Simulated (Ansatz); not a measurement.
Mulliken charges of C2H5Al, SMILES `C=[CH][AlH2]` from PBE/def2-TZVPP in Ansatz (PBE0-D4/def2-TZVP geometry).

```csv
atom,x (Å),y (Å),z (Å),charge (e)
C1,-1.030,0.829,-0.357,-0.173
C2,0.199,0.651,0.138,-0.230
Al3,0.931,-1.139,0.262,0.362
H4,-1.637,-0.009,-0.695,0.100
H5,-1.495,1.809,-0.452,0.095
H6,0.736,1.546,0.453,0.086
H7,2.384,-1.418,0.838,-0.119
H8,0.004,-2.327,-0.242,-0.122
```

Task: By hand: the dipole of these point charges (1 e Å = 4.8032 D).

Result: Σ q r = (-0.057, 0.051, -0.019) e Å, of length 0.079 e Å = 0.38 D.

Task: How does the dipole of the full density compare? (An estimate is asked.)

Result: Computed: (-0.089, 0.169, -0.020) e Å, 0.92 D; the point charges give 0.41 times that, at 22° from its direction.

Point charges leave out the atoms' own dipoles, such as those of lone pairs, and Mulliken's split depends on the basis, so the two needn't agree.
